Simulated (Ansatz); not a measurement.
`F[SiH2]P` + `N[SiH3]` → `[SiH3]NP` + `F[SiH3]` at 700 K and 1 bar (cleavage of the P–Si bond).

Program: Ansatz. Geometries: PBE0-D4/def2-TZVP. ΔE: electronic, gas phase. CBS: MP2 limit from def2 TZ/QZ plus the TZ coupled-cluster correction, frozen cores. This one scheme is used for every species. One conformer a species, not always the lowest.

```json
{"species": "`F[SiH2]P`", "CCSD(T)/CBS energy (Eh)": "-732.27050", "H − E (kJ/mol)": "154.8", "S (J/(mol·K))": "385.4"}
{"species": "`N[SiH3]`", "CCSD(T)/CBS energy (Eh)": "-346.80422", "H − E (kJ/mol)": "180.7", "S (J/(mol·K))": "336.3"}
{"species": "`[SiH3]NP`", "CCSD(T)/CBS energy (Eh)": "-688.33766", "H − E (kJ/mol)": "220.8", "S (J/(mol·K))": "413.7"}
{"species": "`F[SiH3]`", "CCSD(T)/CBS energy (Eh)": "-390.72345", "H − E (kJ/mol)": "108.4", "S (J/(mol·K))": "291.4"}
```

H − E and S are ideal-gas, rigid-rotor, harmonic terms from PBE0-D4/def2-TZVP, for one conformer and one mirror image of each species. 1 Eh = 2625.50 kJ/mol, R = 8.31446 J/(mol·K).

Question: By hand: ΔE, ΔH, ΔS and ΔG.

Answer: ΔE = (-688.33766) + (-390.72345) − (-732.27050) − (-346.80422) = 0.01361 Eh = 35.7 kJ/mol. Δ(H − E) = 220.8 + 108.4 − 154.8 − 180.7 = -6.3, so ΔH = 29.4 kJ/mol. ΔS = 413.7 + 291.4 − 385.4 − 336.3 = -16.6 J/(mol·K). ΔG = 29.4 − 700 × (-16.6)/1000 = 41.0 kJ/mol.

Question: By hand: the equilibrium constant, and the temperature at which ΔG would vanish if ΔH and ΔS stayed fixed.

Answer: log₁₀ K = −ΔG/(RT ln 10) = -3.1. ΔH and −TΔS have one sign here, so there is no such temperature.

TΔS isn't small against ΔH here. A doubt of 5 kJ/mol in ΔE shifts log₁₀ K by 0.4 here. Other conformers and mirror images would add mixing entropy, several J/(mol·K) or more a flexible species. These are equilibria of isolated gas molecules and say nothing of rates. Largest T1 diagnostic: 0.013 (customary marks: 0.02 for closed shells, 0.045 for open ones).
